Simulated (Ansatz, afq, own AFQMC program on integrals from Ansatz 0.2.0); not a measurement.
C4H10Al, doublet: AFQMC among the cluster methods

```yaml
atoms:
  - { symbol: C, position_ang: [-1.1944, -2.4219, -0.6787] }
  - { symbol: C, position_ang: [-0.3122, -1.3772, -0.0030] }
  - { symbol: Al, position_ang: [-0.6457, 0.5527, -0.3413] }
  - { symbol: C, position_ang: [0.5344, 1.8780, 0.5616] }
  - { symbol: C, position_ang: [1.8135, 1.3255, 1.1918] }
  - { symbol: H, position_ang: [-2.2555, -2.2964, -0.4092] }
  - { symbol: H, position_ang: [-1.1396, -2.3533, -1.7772] }
  - { symbol: H, position_ang: [-0.9115, -3.4526, -0.4054] }
  - { symbol: H, position_ang: [0.7546, -1.5389, -0.2570] }
  - { symbol: H, position_ang: [-0.3506, -1.4854, 1.0999] }
  - { symbol: H, position_ang: [0.7652, 2.6874, -0.1548] }
  - { symbol: H, position_ang: [-0.0953, 2.3690, 1.3299] }
  - { symbol: H, position_ang: [2.4814, 0.8735, 0.4403] }
  - { symbol: H, position_ang: [1.6014, 0.5420, 1.9374] }
  - { symbol: H, position_ang: [2.3979, 2.1078, 1.7064] }
```

Basis def2-SVP. Only valence electrons are correlated. Integrals, coupled cluster, full CI and functionals: Ansatz 0.2.0; the random walks run on the same integrals in our own AFQMC program. The CISD trial takes its coefficients from CCSD amplitudes. Released means that phaseless walkers are propagated on without the constraint, phases kept. ± is one standard error of the sampling.

Determinant: UHF, the one that the program's search chose, which needn't be the lowest solution. The geometry is a PBE0/def2-SVP stationary point of this or a neighbouring charge and spin state.

No full CI on the walks' own integrals is used here. The released AFQMC energy serves as the reference, which it does only where one determinant dominates, the energy is flat over the last release times and near the phaseless one (40 meV or 2 meV an electron, half that with transition metals). On small molecules, where full CI could be run and the noise was under 10 meV, such values lay within 10 meV of it in 19 cases of 20, a flattering rate, since the rule was set on those same cases; what remains of the bias isn't in the error bar.

Cautions: the ph-AFQMC/CISD walk drifts between its halves (2.2 errors); the released value is read at 0.63 1/Eh with a noise of 20 meV, more than in the cases checked, later times being too noisy (meV from the phaseless value at times in 1/Eh: -31 ± 29 at 0.21, -32 ± 26 at 0.42, -37 ± 20 at 0.63, -44 ± 44 at 0.90).

- T1 diagnostic: 0.0103
- weight of the determinant in the CISD state: 0.774
- ⟨S²⟩ of the determinant: 0.754
- size of the correlated space: 29 electrons in 115 orbitals

Reference: AFQMC with the constraint released, correlation energy -19.571 ± 0.020 eV.

| level | E − E(reference) (mEh) | share of correlation (%) |
| --- | --- | --- |
| HF | 719.24 ± 0.72 | 0.00 |
| MP2 | 90.37 ± 0.72 | 87.44 |
| CCSD | 22.75 ± 0.72 | 96.84 |
| CCSD(T) | 2.03 ± 0.72 | 99.72 |
| ph-AFQMC/CISD | 1.36 ± 1.06 | 99.81 |

Released energies are given only where the last usable release times agree within the noise; a slower fall can still hide under it.
